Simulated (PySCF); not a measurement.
Frontier levels across methods

Species: allyl fluoride, C₃H₅F.
Z-matrix (Å and degrees, PBE0-D3(BJ)/def2-SVP geometry), rows numbered from 1:
```
C 
C   1  1.3312
C   2  1.4910  1  124.29
F   3  1.3672  2  112.09  1     0.04
H   1  1.0928  2  120.63  3    -0.15
H   1  1.0923  2  121.36  3   179.85
H   2  1.0968  1  120.70  3  -179.64
H   3  1.1065  2  110.19  1   121.20
H   3  1.1065  2  110.05  1  -121.06
```

Basis pcSseg-2 throughout (PySCF), one geometry. The structure is a single PBE0-D3(BJ)/def2-SVP conformer in the gas phase; no vibrational or solvent corrections.

**Question.** How do the orbital energies, the gap and the dipole change with the method?

**Answer.** 
| method | kind | HOMO (eV) | LUMO (eV) | gap (eV) | μ (D) | SCF cycles |
| --- | --- | --- | --- | --- | --- | --- |
| BLYP | GGA | -6.37 | -0.84 | 5.53 | 1.63 | 15 |
| B97-D | GGA | -6.45 | -0.85 | 5.60 | 1.62 | 15 |
| OPBE | GGA | -6.47 | -0.84 | 5.63 | 1.56 | 15 |
| KT2 | GGA | -6.50 | -0.90 | 5.60 | 1.61 | 15 |
| PBE | GGA | -6.51 | -0.95 | 5.56 | 1.61 | 15 |
| KT3 | GGA | -6.52 | -0.90 | 5.62 | 1.59 | 16 |
| BP86 | GGA | -6.60 | -1.03 | 5.57 | 1.62 | 15 |
| LDA | LDA | -6.67 | -1.16 | 5.51 | 1.69 | 15 |
| B3LYP | global hybrid | -7.45 | -0.18 | 7.26 | 1.72 | 14 |
| PBE0 | global hybrid | -7.66 | 0.07 | 7.74 | 1.71 | 14 |
| mPW1PW91 | global hybrid | -7.68 | 0.06 | 7.74 | 1.71 | 14 |
| HF | Hartree–Fock | -10.12 | 2.66 | 12.79 | 1.89 | 10 |

The HOMO spans 3.76 eV, from BLYP down to HF, and the gap runs from 5.51 eV (LDA) to 12.79 eV (HF). Over the methods BLYP (0 %), B97-D (0 %), OPBE (0 %), KT2 (0 %), PBE (0 %), KT3 (0 %), BP86 (0 %), LDA (0 %), B3LYP (20 %), PBE0 (25 %), mPW1PW91 (25 %), HF (100 %), a straight line through the gap against the share of exact exchange rises by 0.73 eV for each 10 % (correlation coefficient 0.998). The dipole ranges from 1.56 D (OPBE) to 1.89 D (HF). This basis has no diffuse functions.
